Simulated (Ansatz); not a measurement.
**AlHCl+ (quintet): the correlation ladder, def2-QZVPP**

One table from this session's results is given with a row withheld; the runs are named, their logs left out.

Method: def2-QZVPP, core rule «outside noble gas», up to 10 orbitals frozen; program: Ansatz 0.2.0, Gaussian basis.

Plan: UHF; ROHF; CCSD(T) on UHF.

## The system

The geometry is a PBE0/def2-TZVP stationary point (not a proven minimum) of the parent state, kept for this charge and spin.

3 atoms, charge 1, spin multiplicity 5.

Atoms are counted from 1 here; the program's logs count them from 0.

Bond lengths: Al1–Cl2 2.197 Å, Al1–H3 1.817 Å. Angles: Cl2–Al1–H3 63.0°.

Set-up of the first run:

in.yaml reads:

```yaml
crystal:
  periodic: [false, false, false]
  atoms:
    - {symbol: Al, position_ang: [0.000000, -0.050236, 1.239922]}
    - {symbol: Cl, position_ang: [0.000000, -0.006816, -0.956330]}
    - {symbol: H, position_ang: [0.000000, 1.584516, 0.446218]}
basis:
  gaussian: {orbitals: "def2-QZVPP.json"}
total_charge: 1
magnetization: {spin_polarized: true, initial_magnetization: 4}
hamiltonian: {xc: hf}
output: {orbitals: {seedname: orbitals}}
```

On the command line:

```sh
> ansatz run in.yaml --threads 1 --pin off --events-out ev --progress --plain --max-ram 2393MiB
```

Among the steps run: UHF; ROHF; CCSD(T) on UHF.

One of the session's tables, all rows but one given; the rest of the session is left out.

| method | from UCCSD(T) (kcal/mol) |
| --- | --- |
| ROHF | +153.83 |
| UHF | ? |
| UMP2 | +23.77 |
| UCCSD | +6.05 |
| UCCSD(T) | 0 |

**Question.** Estimate the row for UHF.

**Answer.** from UCCSD(T) (kcal/mol): +149.10. In the column «from UCCSD(T) (kcal/mol)» it lies between UMP2 (+23.77) and ROHF (+153.83).
